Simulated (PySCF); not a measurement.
## Basis-set dependence of excited states

Nitrosoethylene, C₂H₃NO.
SMILES: `C=CN=O`

TDDFT with PBE0 (PySCF), vertical singlets, core orbitals frozen in the response, spherical d and f functions. Isolated species at its PBE0-D3(BJ)/def2-SVP geometry (one conformer only).

**Question.** How do the low singlets change with the basis? Take 6-31G*, def2-SVP, def2-SVPD and def2-TZVP.

**Answer.** 

```tsv
basis	functions	diffuse	S1 (eV)	S2 (eV)	S3 (eV)	S4 (eV)	S5 (eV)	LUMO (eV)	α (au)
6-31G*	62	no	1.45	5.41	5.90	6.47	7.55	-2.48	31.6
def2-SVP	71	no	1.39	5.26	5.89	6.41	7.42	-2.68	32.7
def2-SVPD	107	yes	1.46	5.21	5.69	6.39	6.75	-2.93	40.1
def2-TZVP	142	no	1.49	5.23	5.72	6.40	7.38	-2.82	37.9
```

States are compared by their number. Against the only diffuse basis here (def2-SVPD, itself not a converged limit), sets without diffuse functions differ by up to 0.07 eV in S1 and 0.81 eV in S5. State by state, the largest deviation of a set without diffuse functions is S1 0.07, S2 0.20, S3 0.20, S4 0.08, S5 0.81 eV. The same number needn't mean the same state in each row. Against def2-SVPD the polarisability deviates by -21% in 6-31G*, -19% in def2-SVP, -6% in def2-TZVP.
